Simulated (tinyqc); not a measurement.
Inside a calculation. Method: UHF in the sto-3g basis, for BH, spin multiplicity 1. This run ends on a higher stationary point, not on the lowest solution. One step of it, computed by the program tinyqc.

Question. Orthogonalisation. S = U s U^T; symmetric (Loewdin) form X = U s^(-1/2) U^T, so that X^T S X = 1.

overlap S, order 1B 1s, 1B 2s, 1B 2px, 1B 2py, 1B 2pz, 2H 1s:
```
[[1.000000, 0.269328, 0.000000, 0.000000, 0.000000, 0.027876],
 [0.269328, 1.000000, 0.000000, 0.000000, 0.000000, 0.297513],
 [0.000000, 0.000000, 1.000000, 0.000000, 0.000000, 0.000000],
 [0.000000, 0.000000, 0.000000, 1.000000, 0.000000, 0.000000],
 [0.000000, 0.000000, 0.000000, 0.000000, 1.000000, 0.344801],
 [0.027876, 0.297513, 0.000000, 0.000000, 0.344801, 1.000000]]
```

Give: eigenvalues of S; X.

Answer.

eigenvalues of S: [0.515, 0.801, 1.000, 1.000, 1.177, 1.506]

X, order 1B 1s, 1B 2s, 1B 2px, 1B 2py, 1B 2pz, 2H 1s:
```
[[1.030, -0.147, 0.000, 0.000, -0.006, 0.021],
 [-0.147, 1.071, 0.000, 0.000, 0.047, -0.177],
 [0.000, 0.000, 1.000, 0.000, 0.000, 0.000],
 [0.000, 0.000, 0.000, 1.000, 0.000, 0.000],
 [-0.006, 0.047, 0.000, 0.000, 1.053, -0.200],
 [0.021, -0.177, 0.000, 0.000, -0.200, 1.093]]
```
